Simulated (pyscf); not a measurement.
Structures and frequencies: ωB97X-D3(BJ)/def2-SVP in PySCF.

Question: H₂N–SiH₂–NH–SiH₂–NH₂ (SMILES N[SiH2]N[SiH2]N) + H• (SMILES [H]) -> H₂N–SiH•–NH–SiH₂–NH₂ (SMILES N[SiH]N[SiH2]N) + H₂ (SMILES [H][H])
Surface: doublet. Broken: H–Si. Formed: H–H. Give ΔE‡ and ΔE from ωB97M-D3(BJ)/def2-TZVP, relative to the separated reactants.

Answer: ΔE‡ = 19.3 kJ/mol, ΔE = -46.3 kJ/mol. Zero-point energy shifts the barrier by -3.1 kJ/mol. It is a hydrogen abstraction, with an imaginary mode of 509i cm⁻¹. This is the saddle that the search found; another between the same sides may lie lower. The angle at the transferred H is 170°.
